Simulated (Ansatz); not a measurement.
# SiNH₅ (SMILES N[SiH3]): a rigid scan of the bond length Si2–H5

One table from this session's results is given with a row withheld; the runs are named, their logs left out.

Program: Ansatz 0.2.0, Gaussian basis. Level of theory: single points in def2-TZVPP. These are calculated values, not measurements.

Levels: PBE-D4, r2SCAN-D4, PBE0-D4, B3LYP-D4, wB97M-V, Hartree-Fock, MP2, CCSD, CCSD(T). The scan takes 1.278, 1.322, 1.386, 1.460, 1.543, 1.633, 1.728, 1.827, 1.931 Å.

Correlated methods freeze the cores. B3LYP uses VWN-RPA correlation.

27 further runs of the same task are left out: 27 set aside as unsound or not needed.

## Where the work starts

The minimum, relaxed at PBE0-D4: 7 atoms, charge 0, spin multiplicity 1.

Atoms are counted from 1 here; the program's logs count them from 0.

Bond lengths: N1–Si2 1.720 Å, N1–H3 1.007 Å, N1–H4 1.007 Å, Si2–H5 1.486 Å, Si2–H6 1.494 Å, Si2–H7 1.486 Å. Angles: Si2–N1–H3 119.6°, Si2–N1–H4 119.6°, H3–N1–H4 110.7°, N1–Si2–H5 107.9°, N1–Si2–H6 116.0°, N1–Si2–H7 107.9°, H5–Si2–H6 107.3°, H5–Si2–H7 110.5°, H6–Si2–H7 107.3°.

Geometry (Å):

| atom | x (Å) | y (Å) | z (Å) |
| --- | --- | --- | --- |
| N1 | -0.0977 | -1.0710 | -0.0209 |
| Si2 | 0.1280 | 0.6326 | -0.0950 |
| H3 | -1.0177 | -1.4578 | -0.1574 |
| H4 | 0.4190 | -1.6129 | 0.6529 |
| H5 | -0.5280 | 1.1265 | -1.3332 |
| H6 | -0.4315 | 1.4166 | 1.0471 |
| H7 | 1.5892 | 0.8979 | -0.1392 |

Energies of the minimum (eV), from earlier single points: PBE-D4 -9444.37367, r2SCAN-D4 -9448.88777, PBE0-D4 -9445.38751, B3LYP-D4 -9451.49956, wB97M-V -9448.99796, CCSD(T) -9435.43338.

At the minimum the bond length Si2–H5 is 1.486 Å.

The first run:

ccsdt-tzvpp/in.yaml reads:

```yaml
crystal:
  periodic: [false, false, false]
  atoms:
    - {symbol: N, position_ang: [-0.097708, -1.071027, -0.020896]}
    - {symbol: Si, position_ang: [0.128020, 0.632596, -0.095040]}
    - {symbol: H, position_ang: [-1.017741, -1.457766, -0.157438]}
    - {symbol: H, position_ang: [0.419035, -1.612875, 0.652936]}
    - {symbol: H, position_ang: [-0.436302, 1.057433, -1.160093]}
    - {symbol: H, position_ang: [-0.431496, 1.416634, 1.047139]}
    - {symbol: H, position_ang: [1.589234, 0.897941, -0.139161]}
basis:
  gaussian: {orbitals: def2-TZVPP}
correlation: {method: ccsd_t}
```

No record of the launch command was kept for these runs.

Among the steps run: Si2–H5 = 1.278 Å; Si2–H5 = 1.322 Å; Si2–H5 = 1.386 Å; Si2–H5 = 1.460 Å; Si2–H5 = 1.543 Å; Si2–H5 = 1.633 Å; Si2–H5 = 1.728 Å; Si2–H5 = 1.827 Å; Si2–H5 = 1.931 Å.

One table of the session follows, with a row left open; its other results are not shown here.

It belongs to the step «The curves». Energies less that of the minimum at the same level (eV):

```
bond length (Å)  PBE-D4  PBE0-D4  B3LYP-D4  wB97M-V  Hartree-Fock
          1.278   0.554    0.527     0.501    0.489         0.502
          1.322   0.327    0.305     0.286    0.275         0.282
          1.386   0.117    0.102     0.092    0.085         0.086
          1.460   0.010    0.006     0.004    0.002         0.001
1.486 (minimum)   0.000    0.000     0.000    0.000         0.000
          1.543       ?        ?         ?        ?             ?
          1.633   0.130    0.157     0.165    0.180         0.193
          1.728   0.325    0.372     0.379    0.411         0.439
          1.827   0.575    0.646     0.644    0.705         0.753
          1.931   0.874    0.971     0.962    1.045         1.120
```

Estimate the missing values for bond length (Å) = 1.543.

**Answer.** PBE-D4: 0.017; PBE0-D4: 0.027; B3LYP-D4: 0.031; wB97M-V: 0.036; Hartree-Fock: 0.039.

Caveats from the session: A polynomial through the near points puts the CCSD(T) minimum 0.007 Å below the PBE0-D4 value.
